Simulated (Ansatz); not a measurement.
# Smallest direct gap on the k points sampled of zinc-blende GaN (metastable phase) at several levels of theory

No measured value is used here.

| level (code) | value (eV) | cell (Å³/atom) |
|---|---|---|
| LDA+SOC (Ansatz) | 1.66 | 11.57 |
| PBE+SOC (Ansatz) | 1.65 | 11.57 |
| r²SCAN+SOC (Ansatz) | 2.05 | 11.57 |
| B3LYP (VWN-RPA form) (Ansatz) | 3.20 | 11.68 |
| Hartree–Fock (Ansatz) | 10.49 | 11.41 |

Computed values are for a static lattice. Spin–orbit coupling is included only where a level's name says +SOC; with heavier elements it mostly lowers gaps and can invert bands.  Values are at a fixed cell, not relaxed at this level and not confirmed as the measured one; B3LYP (VWN-RPA form) at the level's own equilibrium cell; Hartree–Fock at the level's own relaxed cell. Cutoffs and k meshes differ between the levels. Ansatz's density-functional and Hartree–Fock values are scalar-relativistic unless marked +SOC, with PAW data made under PBE.

Ansatz is an electronic-structure program.
